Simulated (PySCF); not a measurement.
**Shifts of the heteroatoms**

Numbering as in the mapped SMILES `[NH2:1][C:2]([F:3])([F:4])[F:5]`; H(Xn) means a hydrogen on atom n.

Relativity neglected, fast rotation and ring inversion assumed for equivalent nuclei, gas phase, one conformer. J couplings at B3LYP/pcJ-1; shieldings: GIAO PBE0/pcSseg-1; geometry from PBE0-D3(BJ)/def2-SVP; PySCF 2.14.

Q: Predict the ¹⁹F NMR data.

A: 
| atoms | environment | σ (ppm) | δ (ppm) |
| --- | --- | --- | --- |
| F3/F4/F5 | fluorine of a CF3 group | 248.5 | -58.4 |

Shieldings were converted by a linear fit to measured shifts: ¹⁹F: δ = 160.63 − 0.942σ +14.9 on sp3 carbon (rms 6.9 ppm, 221 shifts, 7.7 ppm with the 5 outliers that the fit left out vs CFCl3, solution or neat liquid). Occasional misses reach two or three times the rms, and more in compound classes unlike the fitted ones. Couplings are scaled by factors fitted to measured values: ¹J(C,F) × 0.77 (rms 7.3 Hz); all others are unscaled and can be 10–30 % off.

Couplings (the largest are listed; each averaged over equivalent pairs): ¹J(C2,F3) = -254.1 Hz, ²J(F3,F4) = 36.0 Hz, ²J(N1,F3) = -19.9 Hz.

On a 600 MHz spectrometer ¹⁹F resonates near 564.6 MHz, so 1 ppm is 564.6 Hz.

Q: Predict the ¹⁵N NMR data.

A: 
```csv
atoms,environment,σ (ppm),δ (ppm)
N1,amine nitrogen,198.6,-332.3
```

Shieldings were converted by a linear fit to measured shifts: ¹⁵N (scatter 7.2 ppm rms vs CH3NO2, solution or neat liquid). Occasional misses reach two or three times the rms, and more in compound classes unlike the fitted ones. Couplings are scaled by factors fitted to measured values: ¹J(C,F) × 0.77 (rms 7.3 Hz); all others are unscaled and can be 10–30 % off.

Couplings (the largest are listed; each averaged over equivalent pairs): ¹J(N1,C2) = -17.7 Hz, ²J(N1,F3) = -19.9 Hz. Signs are for ¹⁵N, whose magnetogyric ratio is negative.

On a 300 MHz spectrometer ¹⁵N resonates near 30.4 MHz, so 1 ppm is 30.4 Hz.
